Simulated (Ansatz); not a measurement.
The input, for Ansatz 0.2.0:

```yaml
crystal:
  periodic: [false, false, false]
  atoms:
    - {symbol: N, position_ang: [0.000000, 0.000000, 0.000000]}
    - {symbol: S, position_ang: [0.000000, 0.000000, 1.594600]}
basis:
  gaussian: {orbitals: def2-SVP}
total_charge: 1
magnetization: {spin_polarized: false, initial_magnetization: 4}
correlation: {method: bccd, electrons: valence}
frozen_core: true
```

```sh
$ ansatz run in.yaml --threads 1 --pin off --events-out ev --progress --plain --max-ram 2393MiB
```

(1) One thing in this input was set wrong on purpose, beside settings that are merely unusual. What is the gravest fault, and what does the program do?

Answers

(1) Unknown input key. How the run ends: refused.
```
Error: YAML parse error: error: line 11 column 1: unknown field `frozen_core`, expected one of crystal, accuracy, basis, kpoints, hamiltonian, magnetization, projection, total_charge, correlation, batch, efield, external_charges, scf, relax, neb, saddle, md, ramp, phonons, dielectric, real_time, elastic, magnetic_configurations, gw, evaluate, workflow, output, checkpoint, execution
  --> <input>:11:1
   |
 9 | magnetization: {spin_polarized: false, initial_magnetization: 4}
10 | correlation: {method: bccd, electrons: valence}
11 | frozen_core: true
   | ^ unknown field `frozen_core`, expected one of crystal, accuracy, basis, kpoints, hamiltonian, magnetization, projection, total_charge, correlation, batch, efield, external_charges, scf, relax, neb, saddle, md, ramp, phonons, dielectric, real_time, elastic, magnetic_configurations, gw, evaluate, workflow, output, checkpoint, execution
```
